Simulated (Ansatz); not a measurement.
Fluorite SrCl₂, treated with PBE0 (Ansatz, a quantum-chemistry and plane-wave program, plane waves, PAW).

Settings: plane-wave cutoff 460 eV, 6×6×6 k mesh, Fermi–Dirac smearing 0.01 eV, scalar-relativistic PAW data made under PBE.

The cell has the measured lattice: a = 6.9744 Å, b = 6.9744 Å, c = 6.9744 Å, α = 90.00°, β = 90.00°, γ = 90.00°.

Problem. Give the computed band gap, smallest direct gap on the k points sampled and Γ–Γ gap.

Solution. 
- band gap: 7.35 eV (on the SCF k mesh)
- smallest direct gap on the k points sampled: 7.57 eV
- Γ–Γ gap: 7.72 eV

Measured, for comparison: band gap 7.5 eV (temperature not stated, not corrected to a static lattice; as tabulated in Aguado et al. (1999), arXiv:cond-mat/9901145).

Note: cell and atoms aren't relaxed at this level (pressure 0.5 GPa).

Spin–orbit coupling is not included.

Computed values are for the static lattice.
